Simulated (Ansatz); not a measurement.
# C2H5FN: the cost of one run

All numbers below are computed with Ansatz 0.2.0 (RKS PBE0/def2-SVP).

**1. The system as given**

Bond lengths: N1–C2 1.276 Å, C2–C3 1.468 Å, C3–F4 1.356 Å, N1–H5 1.025 Å, N1–H6 1.018 Å, C2–H7 1.087 Å, C3–H8 1.103 Å, C3–H9 1.103 Å. Angles: N1–C2–C3 121.9°, N1–C2–H7 120.6°, C3–C2–H7 117.6°, C2–N1–H5 119.8°, C2–N1–H6 123.1°, H5–N1–H6 117.1°, C2–C3–F4 110.7°, C2–C3–H8 110.9°, C2–C3–H9 110.8°, F4–C3–H8 108.6°, F4–C3–H9 108.5°, H8–C3–H9 107.1°.

Coordinates:

```xyz
9

N    -0.2535    1.1841   -0.5453
C     0.3912    0.0886   -0.4364
C     0.0425   -0.9186    0.5733
F    -1.0136   -0.5068    1.3173
H    -1.0382    1.3778    0.0848
H    -0.0301    1.8947   -1.2393
H     1.2259   -0.1301   -1.0978
H     0.8936   -1.1113    1.2477
H    -0.2178   -1.8783    0.0957
```

**2. Relaxing end A**

Contents of input.yaml:

```yaml
crystal:
  periodic: [false, false, false]
  atoms:
    - { symbol: "N", position_ang: [-0.25348, 1.18411, -0.54526] }
    - { symbol: C, position_ang: [0.39119, 0.08858, -0.43641] }
    - { symbol: C, position_ang: [0.04246, -0.91863, 0.57327] }
    - { symbol: F, position_ang: [-1.01363, -0.50676, 1.31732] }
    - { symbol: H, position_ang: [-1.03817, 1.37777, 0.0848] }
    - { symbol: H, position_ang: [-0.03011, 1.89469, -1.23928] }
    - { symbol: H, position_ang: [1.22591, -0.13015, -1.09777] }
    - { symbol: H, position_ang: [0.89362, -1.11133, 1.24766] }
    - { symbol: H, position_ang: [-0.21779, -1.87828, 0.09568] }
total_charge: 1
basis:
  gaussian: { orbitals: def2-SVP }
hamiltonian:
  xc: pbe0
relax:
  f_tol: 0.015
  max_steps: 40
output:
  orbitals: {}
```

Command:

```
$ ansatz run input.yaml --threads 1 --pin off --max-ram 2048MiB --backend cpu --events-out ev --progress --plain --runs-dir out
```

What time and memory should one allow on 1 thread of Intel Xeon at 2.70GHz, shared host?

About 16 s, with a peak of 0.16 GiB.
